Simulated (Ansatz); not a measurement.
# CH₂Al (sextet): wave-function methods side by side, cc-pVDZ

The task here is to estimate one member of a computed series from the others.

Computed with Ansatz 0.2.0, Gaussian basis. Level: cc-pVDZ, core rule «outside noble gas», up to 6 orbitals frozen.

Plan: UHF; CCSD(T) on ROHF; CCSD(T) on UHF; BCCD(T) on ROHF; CISD; CCSDT(Q) on ROHF; CCSDT(Q) on UHF; CASSCF and MRCISD+Q, 9 electrons in 10 orbitals; CASSCF and MRCISD+Q(relaxed), 9 electrons in 10 orbitals; CASSCF and NEVPT2, 9 electrons in 10 orbitals.

30 further runs of the same task are left out: 2 for a known fault of the program, 13 that didn't finish, 15 set aside as unsound or not needed.

**The system**

The geometry is a PBE0/def2-TZVP stationary point (not a proven minimum) of the parent state, kept for this charge and spin.

4 atoms, charge 0, spin multiplicity 6.

Atoms are counted from 1 here; the program's logs count them from 0.

Bond lengths: Al1–C2 1.925 Å, Al1–H3 1.580 Å, Al1–H4 1.580 Å. Angles: C2–Al1–H3 117.7°, C2–Al1–H4 117.7°, H3–Al1–H4 124.6°.

Set-up of the first run:

File in.yaml:

```yaml
crystal:
  periodic: [false, false, false]
  atoms:
    - {symbol: Al, position_ang: [0.000000, 0.000000, 0.527635]}
    - {symbol: C, position_ang: [0.000000, 0.000000, -1.397228]}
    - {symbol: H, position_ang: [0.000000, 1.398998, 1.262610]}
    - {symbol: H, position_ang: [0.000000, -1.398998, 1.262610]}
basis:
  gaussian: {orbitals: cc-pVDZ}
magnetization: {spin_polarized: true, initial_magnetization: 5}
hamiltonian: {xc: hf}
output: {orbitals: {seedname: orbitals}}
```

The run is started by

```sh
$ ansatz run in.yaml --threads 1 --pin off --events-out ev --progress --plain --max-ram 2393MiB
```

Steps of the session up to this table: UHF; CCSD(T) on ROHF; CCSD(T) on UHF; BCCD(T) on ROHF; CISD; CCSDT(Q) on ROHF; CCSDT(Q) on UHF; CASSCF and MRCISD+Q, 9 electrons in 10 orbitals; CASSCF and MRCISD+Q(relaxed), 9 electrons in 10 orbitals; CASSCF and NEVPT2, 9 electrons in 10 orbitals.

One of the session's tables, all rows but one given; the rest of the session is left out.

```
                   method  from RCCSDT(Q) (meV)
                      UHF               +4299.4
                     RMP2                     ?
                     UMP2               +1162.4
                     CISD                +412.7
                    RCCSD                +162.1
                    UCCSD                +152.0
                 RCCSD(T)                 +39.8
                 UCCSD(T)                 +37.0
                  BCCD(T)                 +39.1
                   RCCSDT                  +6.6
                   UCCSDT                  +5.1
                RCCSDT(Q)                     0
                UCCSDT(Q)                  -1.3
           CASSCF valence               +3007.8
           NEVPT2 valence                +777.2
           MRCISD valence                +219.0
         MRCISD+Q valence                 +37.8
MRCISD+Q(relaxed) valence                 -22.1
```

Estimate the missing values for RMP2.

The run gave: from RCCSDT(Q) (meV): +1107.4. In the column «from RCCSDT(Q) (meV)» it lies between NEVPT2 valence (+777.2) and UMP2 (+1162.4).

Left out of the table: ROHF (another determinant or state than the rows shown).

To keep in mind: The report flags that the cluster equations may have other roots. The program flags RCCSD(T), UCCSD(T), BCCD(T), RCCSDT(Q), UCCSDT(Q) as in doubt, so the zero of the table is itself unsure. Warnings: coupled cluster took another determinant than the lowest. Restricted and unrestricted rows rest on different reference determinants; where their highest levels disagree by more than a few hundredths of an eV, they describe different states and don't form one ladder.
